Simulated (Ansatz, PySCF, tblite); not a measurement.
Dissociation curve of H2, singlet.

Levels: RKS-PBE = restricted PBE/aug-cc-pVQZ (Ansatz, a first-principles code); UKS-B3LYP/6-31G* = unrestricted B3LYP/6-31G*, spherical d (PySCF); GFN2-xTB, 300 K electronic temperature (tblite); UCCSD = CCSD on UHF/aug-cc-pVQZ, frozen core (Ansatz).

Energies are in kcal/mol, each relative to the lowest point of its own curve near equilibrium.

```tsv
R / Å	RKS-PBE	UKS-B3LYP/6-31G*	GFN2-xTB	UCCSD
0.59	14.8	14.1	17.1	13.6
0.65	5.0	4.5	6.6	4.3
0.68	2.3	1.9	3.5	1.8
0.71	0.7	0.5	1.6	0.4
0.72	0.4	0.2	1.1	0.2
0.75	0.0	0.0	0.2	0.0
0.77	0.1	0.3	0.0	0.3
0.80	0.9	1.2	0.1	1.2
0.83	2.1	2.7	0.8	2.6
0.85	3.2	3.9	1.4	3.8
0.93	9.0	10.2	5.3	10.0
1.02	17.4	19.1	11.7	18.7
1.12	27.8	30.1	19.8	29.2
1.23	39.7	42.5	29.2	40.9
1.32	49.2	52.4	36.9	50.1
1.48	65.2	69.3	49.9	64.8
1.68	82.9	85.6	64.7	79.7
1.85	95.7	94.5	75.7	89.1
2.02	106.6	100.2	85.3	96.0
2.22	117.2	104.2	94.8	101.4
2.63	132.8	—	108.6	106.7
2.99	141.4	—	115.6	108.3
```

At the longest distance, 2.99 Å, RKS-PBE lies highest above its minimum (141.4 kcal/mol) and UCCSD lowest (108.3 kcal/mol).

A dash means that the run gave no value there, or that the column was ended at a point which the program doubted or which failed a test of continuity chosen for this set; such a test can also cut sound points.

The restricted form behind RKS-PBE keeps the bonding electrons paired and can't separate into open-shell fragments. The unrestricted solution behind UKS-B3LYP/6-31G* changes between 2.22 and 2.63 Å, which can leave a kink. The unrestricted determinant behind UKS-B3LYP/6-31G* is spin-contaminated at 1.68 to 2.22 Å (<S²> up to 0.9, against 0.00 for a pure singlet). The unrestricted determinant behind UCCSD is spin-contaminated at 1.23 to 2.99 Å (<S²> up to 1.0, against 0.00 for a pure singlet). With two correlated electrons CCSD is exact in the basis where it finds the lowest root (UCCSD).
